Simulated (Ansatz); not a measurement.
# Ligand exchange: HCN + SiH3(SiH3) → SiH3(CN) + SiH4

Species: HCN (hydrogen cyanide) `C#N`, singlet; SiH3(SiH3) (disilane), singlet; SiH3(CN) (silyl cyanide), singlet; SiH4 (silane) `[SiH4]`, singlet. The partners trade H for SiH3: C–H and Si–SiH3 bonds give way to C–SiH3 and Si–H.

Shapes, held fixed at every level: PBE0-D4/def2-TZVP. Programs: Ansatz 0.2.0. The zero-point and thermal change to 298 K, harmonic and unscaled (PBE0-D4/def2-TZVP), is -3.9 kJ/mol.

```
                level                    kind  ΔH(298 K) (kJ/mol)  less CCSD(T)/CBS estimate  CPU time (sum over the molecules)
    PBE-D4/def2-TZVPP                     GGA               -27.7                      +13.1                              7.1 s
  BHLYP-D4/def2-TZVPP           global hybrid               -45.4                       -4.6                              7.5 s
r2SCAN0-D4/def2-TZVPP           global hybrid               -37.6                       +3.2                               14 s
   wB97X-V/def2-TZVPP  range-separated hybrid               -40.2                       +0.6                               22 s
    B2PLYP/def2-TZVPP           double hybrid               -46.4                       -5.6                               12 s
     CCSD(T)/def2-SVP   coupled cluster or CI               -42.4                       -1.6                              3.6 s
   CCSD(T)/def2-TZVPP   coupled cluster or CI               -42.1                       -1.3                               35 s
 CCSD(T)/CBS estimate   coupled cluster or CI               -40.8                        0.0                            5.3 min
```

The highest level, CCSD(T)/CBS estimate, gives ΔH(298 K) = -40.8 kJ/mol; the levels span -46.4 to -27.7. The column of differences is taken from that level and isn't an error. No measured value is set beside it here. The CBS estimate extrapolates MP2 from def2-TZVPP and def2-QZVPP and adds CCSD(T) − MP2 in the triple-zeta set, cores frozen. Times are processor times on shared x86 and Arm servers, and rough.
